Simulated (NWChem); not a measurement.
System: C$_{3}$H$_{8}$O; SMILES COCC

Input file for NWChem:

```
start job
memory heap 200 mb stack 900 mb global 1100 mb
geometry units angstroms noautosym nocenter noautoz
  C      0.481108     1.561923     0.155184
  C     -0.619926     0.586897    -0.263794
  O     -0.536650    -0.679398     0.371484
  C      0.486504    -1.512113    -0.129149
  H      0.309285     2.544207    -0.300748
  H      0.487823     1.682733     1.243743
  H      1.473843     1.220330    -0.157625
  H     -1.598669     0.987958     0.021588
  H     -0.621137     0.460409    -1.360249
  H      1.494694    -1.120708     0.075494
  H      0.389696    -1.664111    -1.217232
  H      0.383276    -2.478877     0.371541
end
basis spherical
  * library pcsseg-1
end
dft
  xc xpbe96 cpbe96
  iterations 150
end
property
  shielding
end
task dft property
```

Parts of the log:

```
             Northwest Computational Chemistry Package (NWChem) 7.3.0
             --------------------------------------------------------

                             Geometry "geometry" -> ""
                             -------------------------

 Output coordinates in angstroms (scale by  1.889725989 to convert to a.u.)

  No.       Tag          Charge          X              Y              Z
 ---- ---------------- ---------- -------------- -------------- --------------
    1 C                    6.0000     0.48110800     1.56192300     0.15518400
    2 C                    6.0000    -0.61992600     0.58689700    -0.26379400
    3 O                    8.0000    -0.53665000    -0.67939800     0.37148400
    4 C                    6.0000     0.48650400    -1.51211300    -0.12914900
    5 H                    1.0000     0.30928500     2.54420700    -0.30074800
    6 H                    1.0000     0.48782300     1.68273300     1.24374300
    7 H                    1.0000     1.47384300     1.22033000    -0.15762500
    8 H                    1.0000    -1.59866900     0.98795800     0.02158800
    9 H                    1.0000    -0.62113700     0.46040900    -1.36024900
   10 H                    1.0000     1.49469400    -1.12070800     0.07549400
   11 H                    1.0000     0.38969600    -1.66411100    -1.21723200
   12 H                    1.0000     0.38327600    -2.47887700     0.37154100

 Effective nuclear repulsion energy (a.u.)     134.5241113032

  pbe96 is a nonlocal functional; adding pw91lda local functional.
                              NWChem Property Module
                              ----------------------

  itol2e modified to match energy
  convergence criterion.

                                 NWChem DFT Module
                                 -----------------

 Summary of "ao basis" -> "ao basis" (spherical)
 ------------------------------------------------------------------------------
       Tag                 Description            Shells   Functions and Types
 ---------------- ------------------------------  ------  ---------------------
 C                          pcsseg-1                 7       17   3s3p1d
 O                          pcsseg-1                 7       17   3s3p1d
 H                          pcsseg-1                 3        5   2s1p

  itol2e modified to match energy
  convergence criterion.

[...]

          -----------------------------------------
          Chemical Shielding Tensors (GIAO, in ppm)
          -----------------------------------------

                                NWChem CPHF Module
                                ------------------

  scftype          =     RHF
  nclosed          =       17
  nopen            =        0
  variables        =     1547
  # of vectors     =        3
  tolerance        = 0.10D-03
  level shift      = 0.00D+00
  max iterations   =       50
  max subspace     =       30

 SCF residual:    1.9976282563323699E-004

Iterative solution of linear equations
  No. of variables     1547
  No. of equations        3
  Maximum subspace       30
        Iterations       50
       Convergence  1.0D-04

   iter   nsub   residual    time
   ----  ------  --------  ---------
     1      3    5.33D-05      63.1

      Atom:    1  C
        Diamagnetic
    249.8433      5.7425      1.4667
      5.7425    254.0869      1.2588
      1.4667      1.2588    245.2489

        Paramagnetic
    -87.9156      8.0058      9.9621
      8.0058    -87.4756     -2.6349
      9.9621     -2.6349    -71.7844

        Total Shielding Tensor
    161.9277     13.7483     11.4288
     13.7483    166.6114     -1.3761
     11.4288     -1.3761    173.4644

           isotropic =     167.3345
          anisotropy =      24.4380

          Principal Components and Axis System
                 1           2           3
              183.6265    171.6834    146.6936

      1         0.6227     -0.1913      0.7587
      2         0.4514     -0.7042     -0.5480
      3         0.6391      0.6838     -0.3521

      Atom:    2  C
        Diamagnetic
    242.4112      4.8654      1.6210
      4.8654    255.1860     -3.5440
      1.6210     -3.5440    241.4851

        Paramagnetic
   -162.1537    -14.6850     10.1140
    -14.6850   -110.4995    -26.1475
     10.1140    -26.1475   -144.5862

        Total Shielding Tensor
     80.2576     -9.8197     11.7349
     -9.8197    144.6864    -29.6915
     11.7349    -29.6915     96.8989

           isotropic =     107.2810
          anisotropy =      81.0462

          Principal Components and Axis System
                 1           2           3
              161.3118     86.9615     73.5696

      1        -0.1703      0.5561      0.8134
      2         0.8827      0.4530     -0.1249
      3        -0.4379      0.6968     -0.5681

      Atom:    3  O
        Diamagnetic
    391.4446    -15.8441     -6.0998
    -15.8441    410.9026     -6.0551
     -6.0998     -6.0551    384.2923

        Paramagnetic
   -127.5285     53.2934     -9.8651
     53.2934   -125.5549    -10.4255
     -9.8651    -10.4255    -61.4717

        Total Shielding Tensor
    263.9161     37.4493    -15.9649
     37.4493    285.3478    -16.4806
    -15.9649    -16.4806    322.8205

           isotropic =     290.6948
          anisotropy =      76.1807

          Principal Components and Axis System
                 1           2           3
              341.4819    295.0219    235.5806

      1        -0.3971      0.4424      0.8041
      2        -0.4923      0.6367     -0.5935
      3         0.7745      0.6316      0.0350

      Atom:    4  C
        Diamagnetic
    249.7829     -6.3110     -3.6434
     -6.3110    248.3295      3.1655
     -3.6434      3.1655    243.6106

        Paramagnetic
   -123.2385    -37.1522    -14.9955
    -37.1522   -124.8175     15.6002
    -14.9955     15.6002   -129.5229

[...]
```

Level: PBE/pcSseg-1, GIAO. Geometry: optimised at B3LYP/6-31G* (spherical d). The printed shielding anisotropy is the first printed principal value minus the mean of the other two.
